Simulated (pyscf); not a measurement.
Structures and frequencies: ωB97X-D3(BJ)/def2-SVP in PySCF.

O=W(=O)(F)–F + H₂O → O=W(=O)(OH)–F + HF
Surface: singlet. Broken: F–W, H–O. Formed: O–W, F–H. Give ΔE‡ and ΔE from ωB97M-D3(BJ)/def2-TZVP, relative to the separated reactants.

ΔE‡ = 15.3 kJ/mol, ΔE = +18.7 kJ/mol. Zero-point energy shifts the barrier by +0.3 kJ/mol. It is a four-centre exchange, with an imaginary mode of 530i cm⁻¹. On the reactant side the descent ends in an adduct with a O–W contact, 73.4 kJ/mol under the separated species and 81.2 kJ/mol under the saddle at ωB97X-D3(BJ)/def2-TZVP. On the product side the descent ends in a complex, 32.5 kJ/mol under the separated species and 24.6 kJ/mol under the saddle at ωB97X-D3(BJ)/def2-TZVP. At ωB97M-D3(BJ) the saddle lies under the separated products, which points to a path from their complex (located at ωB97X-D3(BJ) alone), and parting the products costs more than the saddle. What is counted as formed (O–W) is already present as a longer contact in the reactant adduct; forming that adduct is a step of its own. One saddle was located; it need not be the lowest between these sides. Elements past Kr carry the def2 core potentials, without spin-orbit coupling.
